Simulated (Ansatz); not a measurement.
Geometry optimisation, RKS BHLYP-D4/def2-SVP (Ansatz 0.2.0).

Input:

```yaml
crystal:
  periodic: [false, false, false]
  atoms:
    - { symbol: O, position_ang: [-0.15218, -1.06822, 1.35584] }
    - { symbol: Al, position_ang: [0.02535, -0.0701, 0.12762] }
    - { symbol: F, position_ang: [-0.98216, 0.13001, -1.2545] }
    - { symbol: H, position_ang: [1.10899, 1.00831, -0.22896] }
total_charge: -1
basis:
  gaussian: { orbitals: def2-SVP }
hamiltonian:
  xc: { name: BHLYP }
  dispersion: d4
relax:
  f_tol: 0.02
  max_steps: 40
scf:
  lower_state_search: "off"
output:
  orbitals: {}
```

Command:

```bash
$ ansatz run input.yaml --threads 1 --pin off --max-ram 2048MiB --backend cpu --events-out ev --progress --plain --runs-dir out
```

Problem. Where does it end, and by what steps?

Solution. The forces met the threshold. Limits of this set-up: an anion without diffuse functions, the dipole of an ion depends on the origin. After 3 steps the energy has fallen by 0.060 eV; H4 moved furthest, 0.08 Å.

| step | energy less start (eV) | largest force component (eV/Å) | accepted |
| --- | --- | --- | --- |
| 0 | 0.0000 | 1.467 | yes |
| 1 | -0.0522 | 0.763 | yes |
| 2 | -0.0597 | 0.157 | yes |
| 3 | -0.0602 | 0.012 | yes |

```xyz
4
Properties=species:S:1:pos:R:3
O -0.155 -1.062 1.344
Al 0.011 -0.054 0.089
F -1.029 0.088 -1.245
H 1.173 1.028 -0.188
```

Whether the end is a true minimum wasn't checked by a vibrational analysis.

Run time: 2 s on 1 thread of Intel(R) Xeon(R) 6975P-C (Granite Rapids), with other jobs on the host, peak memory 0.13 GiB.
